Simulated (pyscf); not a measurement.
Thermochemistry of product channels of H₃Si–AsH₂ (SMILES [SiH3][AsH2]) + SiH₄ (SMILES [SiH4]) on the singlet surface, in kJ/mol, from ωB97M-D3(BJ)/def2-TZVP energies (ideal gas, 1 atm, RRHO with modes under 100 cm⁻¹ raised to 100, one conformer, R ln 2 for chiral ones without a mode under 150 cm⁻¹). Single points on ωB97X-D3(BJ)/def2-SVP structures (PySCF, gas phase).

| products | ΔE | ΔH(298 K) | ΔG(900 K) | ΔG(1200 K) |
|---|---|---|---|---|
| H₃Si–AsH–SiH₃ (SMILES [SiH3][AsH][SiH3]) + H₂ (SMILES [H][H]) | -10.6 | -14.8 | -7.1 | -8.2 |
| H₃Si–SiH₂–AsH₂ (SMILES [SiH3][SiH2][AsH2]) + H₂ (SMILES [H][H]) | ___ | +14.8 | +17.7 | +14.7 |

Task: Complete the blanks.

Result: 
- H₃Si–SiH₂–AsH₂ (SMILES [SiH3][SiH2][AsH2]) + H₂ (SMILES [H][H]), ΔE: +20.4

These are energies of the channels, which say nothing of barriers. Elements up to Kr have no core potential and no relativistic terms here.
